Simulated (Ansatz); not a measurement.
System: fluorite CeO2. Method: r²SCAN (Ansatz, an electronic-structure program, plane waves, PAW).

Settings: plane-wave cutoff 560 eV, 10×10×10 k mesh, Fermi–Dirac smearing 0.01 eV, no spin polarisation, scalar-relativistic PAW data made under PBE.

Computed at the level's own relaxed cell.

**Question.** Estimate the band gap, direct gap at Γ, equilibrium lattice constant a and bulk modulus B0 that the calculation returns.

**Answer.** 
band gap: 2.23 eV (on the SCF k mesh)
direct gap at Γ: 3.20 eV
equilibrium lattice constant a: 5.437 Å
bulk modulus B0: 192 GPa

Measured, for comparison: band gap 3 eV (temperature not stated, not corrected to a static lattice, O 2p to Ce 4f, our sources range from 3.00 to 3.20; as tabulated in Tran et al. (2019), arXiv:1908.01820); lattice constant a 5.391 Å (0 K, extrapolated to 0 K; as tabulated in Stimac et al. (2024), arXiv:2411.06536); bulk modulus 220 ± 9 GPa (room temperature, not corrected to a static lattice, our sources range from 220 to 230; as tabulated in High Pressure Brillouin Spectroscopy and X-ray Diffraction of Cerium Dioxide …). Computed (rounded) less measured: lattice constant a +0.9 %, bulk modulus -13 % (-13 % to -17 % over the range).

Note: the bulk modulus is −V dP/dV from two relaxed cells at ±2 % in volume.

Spin–orbit coupling is not included.

Computed values are for the static lattice.
